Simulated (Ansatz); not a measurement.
# AlSiH₄ (doublet): from Hartree-Fock to the top rungs, cc-pVDZ

An exercise on one series of results from a longer session: the logs are not shown, and one member is left open.

Program: Ansatz 0.2.0, Gaussian basis. Level of theory: cc-pVDZ, core rule «outside noble gas», up to 10 orbitals frozen. These are calculated values, not measurements.

The runs, in order: UHF; CCSD(T) on ROHF; CCSD(T) on UHF; BCCD(T) on ROHF; CISD as a restricted active space (open shells left free, so some higher excitations enter); CCSDT(Q) on ROHF; CCSDT(Q) on UHF; CASSCF and MRCISD+Q, 9 electrons in 9 orbitals; CASSCF and NEVPT2, 9 electrons in 9 orbitals.

15 further runs of the same task are left out: 4 that didn't finish, 11 set aside as unsound or not needed. Runs told in other sessions of the task aren't counted.

### What is computed

The geometry is a PBE0/def2-TZVP stationary point (not a proven minimum).

6 atoms, charge 0, spin multiplicity 2.

Atoms are counted from 1 here; the program's logs count them from 0.

Bond lengths: Si1–Al2 2.477 Å, Si1–H3 1.492 Å, Si1–H4 1.492 Å, Si1–H5 1.492 Å, Al2–H6 1.605 Å. Angles: Al2–Si1–H3 115.7°, Al2–Si1–H4 109.2°, Al2–Si1–H5 109.2°, H3–Si1–H4 107.7°, H3–Si1–H5 107.7°, H4–Si1–H5 107.0°, Si1–Al2–H6 120.9°.

Set-up of the first run:

in.yaml

```yaml
crystal:
  periodic: [false, false, false]
  atoms:
    - {symbol: Si, position_ang: [0.000000, 0.049312, 1.158451]}
    - {symbol: Al, position_ang: [0.000000, -0.101211, -1.313837]}
    - {symbol: H, position_ang: [0.000000, 1.430438, 1.723316]}
    - {symbol: H, position_ang: [1.198904, -0.658842, 1.694066]}
    - {symbol: H, position_ang: [-1.198904, -0.658842, 1.694066]}
    - {symbol: H, position_ang: [0.000000, 1.222494, -2.220719]}
basis:
  gaussian: {orbitals: cc-pVDZ}
magnetization: {spin_polarized: true, initial_magnetization: 1}
hamiltonian: {xc: hf}
output: {orbitals: {seedname: orbitals}}
```

Command:

```
> ansatz run in.yaml --threads 1 --pin off --events-out ev --progress --plain --max-ram 2393MiB
```

Steps of the session up to this table: UHF; CCSD(T) on ROHF; CCSD(T) on UHF; BCCD(T) on ROHF; CISD as a restricted active space (open shells left free, so some higher excitations enter); CCSDT(Q) on ROHF; CCSDT(Q) on UHF; CASSCF and MRCISD+Q, 9 electrons in 9 orbitals; CASSCF and NEVPT2, 9 electrons in 9 orbitals.

One table of the session follows, with a row left open; its other results are not shown here.

It belongs to the step «Misses and costs». 

```
           method  from UCCSDT(Q) (kcal/mol)
             ROHF                    +126.88
              UHF                    +126.07
             RMP2                     +29.89
             UMP2                          ?
             CISD                     +13.61
            RCCSD                      +3.74
            UCCSD                      +3.71
         RCCSD(T)                      +0.83
         UCCSD(T)                      +0.83
          BCCD(T)                      +0.82
           RCCSDT                      +0.12
           UCCSDT                      +0.12
        RCCSDT(Q)                      +0.01
        UCCSDT(Q)                          0
  CASSCF frontier                     +92.10
  NEVPT2 frontier                     +31.09
  MRCISD frontier                      +7.99
MRCISD+Q frontier                      +0.71
```

Q: Estimate the row for UMP2 from the others.

The run gave: from UCCSDT(Q) (kcal/mol): +29.78. In the column «from UCCSDT(Q) (kcal/mol)» it lies between CISD (+13.61) and RMP2 (+29.89).

With the free atoms at the same levels and basis (separate runs), the atomisation energy is 13.441 eV at UCCSDT(Q), 13.428 eV at RCCSD(T), 13.427 eV at UCCSD(T), 11.220 eV at ROHF.

Limits of these values: Restricted and unrestricted rows rest on different reference determinants; a gap between their highest levels can come from leftover correlation error, from unlike frozen cores or from another state.
